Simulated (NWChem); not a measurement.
All runs are NWChem calculations. System: dimethyl sulfide (C$_{2}$H$_{6}$S), charge 0, spin multiplicity 1, at a geometry optimised with PBE0/def2-SVP. Level: PBE/def2-TZVP.

Job file:

```
start mol
memory heap 200 mb stack 900 mb global 1100 mb
geometry units angstroms nocenter noautoz
  C     -1.379091     0.000000     0.506946
  S      0.000000     0.000000    -0.654747
  C      1.379091     0.000000     0.506946
  H     -1.374213     0.899007     1.142935
  H     -2.302295     0.000000    -0.089572
  H     -1.374213    -0.899007     1.142935
  H      1.374213     0.899007     1.142935
  H      2.302295     0.000000    -0.089572
  H      1.374213    -0.899007     1.142935
  symmetry group C2v
end
basis spherical
  * library def2-tzvp
end
dft
  xc xpbe96 cpbe96
  semidirect memsize 60000000 filesize 0
  iterations 100
end
task dft energy
```

Output (cleaned and shortened):

```
             Northwest Computational Chemistry Package (NWChem) 7.3.0
             --------------------------------------------------------

                                NWChem Input Module
                                -------------------

 Scaling coordinates for geometry "geometry" by  1.889725989
 (inverse scale =  0.529177249)

 Turning off AUTOSYM since
 SYMMETRY directive was detected!

                             Geometry "geometry" -> ""
                             -------------------------

 Output coordinates in angstroms (scale by  1.889725989 to convert to a.u.)

  No.       Tag          Charge          X              Y              Z
 ---- ---------------- ---------- -------------- -------------- --------------
    1 C                    6.0000    -1.37909100     0.00000000     0.50694600
    2 S                   16.0000     0.00000000     0.00000000    -0.65474700
    3 C                    6.0000     1.37909100     0.00000000     0.50694600
    4 H                    1.0000    -1.37421300     0.89900700     1.14293500
    5 H                    1.0000    -2.30229500     0.00000000    -0.08957200
    6 H                    1.0000    -1.37421300    -0.89900700     1.14293500
    7 H                    1.0000     1.37421300     0.89900700     1.14293500
    8 H                    1.0000     2.30229500     0.00000000    -0.08957200
    9 H                    1.0000     1.37421300    -0.89900700     1.14293500

 Effective nuclear repulsion energy (a.u.)     110.7294865103

            Nuclear Dipole moment (a.u.)
            ----------------------------
        X                 Y               Z
 ---------------- ---------------- ----------------
     0.0000000000     0.0000000000    -0.0000075589

      Symmetry information
      --------------------

 Group name             C2v
 Group number             16
 Group order               4
 No. of unique centers     4

      Symmetry unique atoms

     1    2    4    5


 Summary of "ao basis" -> "" (spherical)
 ------------------------------------------------------------------------------
       Tag                 Description            Shells   Functions and Types
 ---------------- ------------------------------  ------  ---------------------
 *                         def2-tzvp                  on all atoms

  pbe96 is a nonlocal functional; adding pw91lda local functional.

                                 NWChem DFT Module
                                 -----------------

 Summary of "ao basis" -> "ao basis" (spherical)
 ------------------------------------------------------------------------------
       Tag                 Description            Shells   Functions and Types
 ---------------- ------------------------------  ------  ---------------------
 C                         def2-tzvp                11       31   5s3p2d1f
 S                         def2-tzvp                13       37   5s5p2d1f
 H                         def2-tzvp                 4        6   3s1p

 Summary of "ao basis" -> "ao basis" (spherical)
 ------------------------------------------------------------------------------
       Tag                 Description            Shells   Functions and Types
 ---------------- ------------------------------  ------  ---------------------
 C                         def2-tzvp                11       31   5s3p2d1f
 S                         def2-tzvp                13       37   5s5p2d1f
 H                         def2-tzvp                 4        6   3s1p
[...]
 d= 0,ls=0.0,diis     4   -477.7644748512 -2.66D-02  1.02D-04  2.18D-04     2.4
 d= 0,ls=0.0,diis     5   -477.7644948964 -2.00D-05  3.63D-05  5.26D-05     2.7
  Resetting Diis
 d= 0,ls=0.0,diis     6   -477.7645007861 -5.89D-06  1.02D-05  2.36D-06     2.9
 d= 0,ls=0.0,diis     7   -477.7645011590 -3.73D-07  3.66D-06  8.11D-08     3.1

         Total DFT energy =     -477.764501158981
      One electron energy =     -876.204431036847
           Coulomb energy =      326.184238796068
    Exchange-Corr. energy =      -38.473795428507
 Nuclear repulsion energy =      110.729486510305

 Numeric. integr. density =       34.000017835799

     Total iterative time =      2.7s

                  Occupations of the irreducible representations
                  ----------------------------------------------

                     irrep           alpha         beta
                     --------     --------     --------
                     a1                8.0          8.0
                     a2                1.0          1.0
                     b1                5.0          5.0
                     b2                3.0          3.0

                       DFT Final Molecular Orbital Analysis
                       ------------------------------------

 Vector   15  Occ=2.000000D+00  E=-3.242005D-01  Symmetry=b1
              MO Center= -2.3D-15, -2.9D-16,  1.5D-01, r^2= 3.5D+00
   Bfn.  Coefficient  Atom+Function         Bfn.  Coefficient  Atom+Function
  ----- ------------  ---------------      ----- ------------  ---------------
    46     -0.257785  2 S  px                 6      0.241007  1 C  px
    74      0.241007  3 C  px                 9      0.181537  1 C  px
    77      0.181537  3 C  px               107     -0.168937  5 H  s
   125      0.168937  8 H  s                 43     -0.121005  2 S  px
   106     -0.115787  5 H  s                124      0.115787  8 H  s

 Vector   16  Occ=2.000000D+00  E=-2.772625D-01  Symmetry=a1
              MO Center=  6.3D-17,  1.6D-15, -4.2D-01, r^2= 2.6D+00
   Bfn.  Coefficient  Atom+Function         Bfn.  Coefficient  Atom+Function
  ----- ------------  ---------------      ----- ------------  ---------------
    48      0.391538  2 S  pz                51      0.260272  2 S  pz
    35     -0.237865  2 S  s                 36     -0.212640  2 S  s
    45      0.182899  2 S  pz                 8     -0.160273  1 C  pz
    76     -0.160273  3 C  pz                34      0.155855  2 S  s
    39     -0.154610  2 S  pz                11     -0.121783  1 C  pz

 Vector   17  Occ=2.000000D+00  E=-1.843106D-01  Symmetry=b2
              MO Center=  6.1D-15, -2.4D-15, -4.3D-01, r^2= 2.2D+00
   Bfn.  Coefficient  Atom+Function         Bfn.  Coefficient  Atom+Function
  ----- ------------  ---------------      ----- ------------  ---------------
    47      0.496062  2 S  py                50      0.402412  2 S  py
    44      0.235933  2 S  py                38     -0.192397  2 S  py
   102     -0.107498  4 H  s                114      0.107498  6 H  s
   120     -0.107498  7 H  s                132      0.107498  9 H  s
   101     -0.087465  4 H  s                113      0.087465  6 H  s

 Vector   18  Occ=0.000000D+00  E= 8.994958D-04  Symmetry=b1
              MO Center= -1.2D-15, -6.4D-17, -2.1D-01, r^2= 4.9D+00
   Bfn.  Coefficient  Atom+Function         Bfn.  Coefficient  Atom+Function
  ----- ------------  ---------------      ----- ------------  ---------------
     5      2.067247  1 C  s                 73     -2.067247  3 C  s
    49      1.183325  2 S  px               102     -0.620677  4 H  s
   114     -0.620677  6 H  s                120      0.620677  7 H  s
   132      0.620677  9 H  s                108     -0.506804  5 H  s
   126      0.506804  8 H  s                 46      0.350268  2 S  px

 Vector   19  Occ=0.000000D+00  E= 1.906137D-02  Symmetry=a1
              MO Center= -5.6D-14,  6.4D-15,  1.0D+00, r^2= 7.1D+00
   Bfn.  Coefficient  Atom+Function         Bfn.  Coefficient  Atom+Function
  ----- ------------  ---------------      ----- ------------  ---------------
     5      2.414066  1 C  s                 73      2.414066  3 C  s
   102     -1.237919  4 H  s                114     -1.237919  6 H  s
   120     -1.237919  7 H  s                132     -1.237919  9 H  s
   108     -0.910766  5 H  s                126     -0.910766  8 H  s
    14      0.328285  1 C  pz                82      0.328285  3 C  pz

 Vector   20  Occ=0.000000D+00  E= 4.136332D-02  Symmetry=a1
              MO Center=  3.9D-15,  3.9D-16, -9.9D-02, r^2= 4.8D+00
   Bfn.  Coefficient  Atom+Function         Bfn.  Coefficient  Atom+Function
  ----- ------------  ---------------      ----- ------------  ---------------
    36      1.677963  2 S  s                 51      0.924090  2 S  pz
    12     -0.713287  1 C  px                80      0.713287  3 C  px
    14      0.363076  1 C  pz                82      0.363076  3 C  pz
    48      0.324747  2 S  pz                 5     -0.273601  1 C  s
    73     -0.273601  3 C  s                  4     -0.271836  1 C  s

 center of mass
 --------------
 x =   0.00000000 y =   0.00000000 z =  -0.13223857

 moments of inertia (a.u.)
 ------------------
         100.385466897934           0.000000000000           0.000000000000
           0.000000000000         317.092965258256           0.000000000000
           0.000000000000           0.000000000000         239.977634945291

     Multipole analysis of the density
     ---------------------------------

     L   x y z        total         alpha         beta         nuclear
     -   - - -        -----         -----         ----         -------
     0   0 0 0     -0.000000    -17.000000    -17.000000     34.000000

     1   1 0 0      0.000000      0.000000      0.000000      0.000000
     1   0 1 0      0.000000      0.000000      0.000000      0.000000
     1   0 0 1      0.594710      0.297359      0.297359     -0.000008

     2   2 0 0    -18.030666    -82.182288    -82.182288    146.333909
     2   1 1 0      0.000000      0.000000      0.000000      0.000000
     2   1 0 1      0.000000      0.000000      0.000000     -0.000000
     2   0 2 0    -21.354276    -16.449503    -16.449503     11.544731
     2   0 1 1     -0.000000     -0.000000     -0.000000      0.000000
     2   0 0 2    -21.147729    -37.685880    -37.685880     54.224030

 Task  times  cpu:        3.1s     wall:        3.1s

 Total times  cpu:        3.2s     wall:        3.2s
```
